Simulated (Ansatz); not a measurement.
Results of PBE in Ansatz (PAW) for anatase TiO₂ (metastable phase).

Run with plane-wave cutoff 520 eV, 12×12×12 k mesh, Fermi–Dirac smearing 0.01 eV, no spin polarisation, scalar-relativistic PAW data made under PBE.

A third-order Birch–Murnaghan fit to the energies gives V0 = 11.667 Å³/atom, B0 = 173 GPa, B′ = 2.5.

| V (Å³/atom) | P (GPa) |
|---|---|
| 11.199 | (withheld) |
| 11.432 | (withheld) |
| 11.665 | 0.00 |
| 11.899 | (withheld) |
| 12.132 | (withheld) |

**Question.** Estimate the withheld pressures from this fit; the answers are the runs' own values.

**Answer.** 
- 11.199, P (GPa): 7.44
- 11.432, P (GPa): 3.61
- 11.899, P (GPa): -3.32
- 12.132, P (GPa): -6.41

The formula P = (3/2) B0 (x^(7/3) − x^(5/3)) [1 + (3/4)(B′ − 4)(x^(2/3) − 1)] with x = V0/V meets the computed pressures within 0.03 GPa when these rounded values are put in.

Shape and atoms are relaxed at each volume.

Note: the bulk modulus comes from volumes at which shape and atoms were relaxed.

Static lattice: no zero-point or thermal effects.

Ansatz is a program for electronic structure.
